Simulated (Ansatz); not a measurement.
# Al₂N+ (triplet): wave-function methods side by side, def2-TZVPP

One table from this session's results is given with a row withheld; the runs are named, their logs left out.

Computed with Ansatz 0.2.0, Gaussian basis. Level: def2-TZVPP, core rule «outside noble gas», up to 11 orbitals frozen.

To be run: UHF; ROHF; CCSD(T) on UHF.

2 further runs of the same task are left out: 2 set aside as unsound or not needed.

## The geometry

The geometry is a PBE0/def2-TZVP stationary point (not a proven minimum) of the parent state, kept for this charge and spin.

3 atoms, charge 1, spin multiplicity 3.

Atoms are counted from 1 here; the program's logs count them from 0.

Bond lengths: Al1–N2 1.714 Å, N2–Al3 1.714 Å. Angles: Al1–N2–Al3 180.0°.

Coordinates:

```xyz
3
charge 1, multiplicity 3
Al    0.0000    0.0000    1.7145
N     0.0000    0.0000    0.0000
Al    0.0000    0.0000   -1.7145
```

Set-up of the first run:

in.yaml reads:

```yaml
crystal:
  periodic: [false, false, false]
  atoms:
    - {symbol: Al, position_ang: [0.000000, 0.000000, 1.714500]}
    - {symbol: N, position_ang: [0.000000, 0.000000, 0.000000]}
    - {symbol: Al, position_ang: [0.000000, 0.000000, -1.714500]}
basis:
  gaussian: {orbitals: def2-TZVPP}
total_charge: 1
magnetization: {spin_polarized: true, initial_magnetization: 2}
hamiltonian: {xc: hf}
output: {orbitals: {seedname: orbitals}}
```

Command:

```
$ ansatz run in.yaml --threads 1 --pin off --events-out ev --progress --plain --max-ram 4096MiB --backend cpu
```

Steps of the session up to this table: UHF; ROHF; CCSD(T) on UHF.

One table of the session follows, with a row left open; its other results are not shown here.

```
  method  from UCCSD(T) (meV)
    ROHF              +8039.5
     UHF              +7982.8
    UMP2               +466.9
   UCCSD                    ?
UCCSD(T)                    0
```

Estimate the missing values for UCCSD.

The run gave: from UCCSD(T) (meV): +460.4. In the column «from UCCSD(T) (meV)» it lies between UCCSD(T) (0) and UMP2 (+466.9).
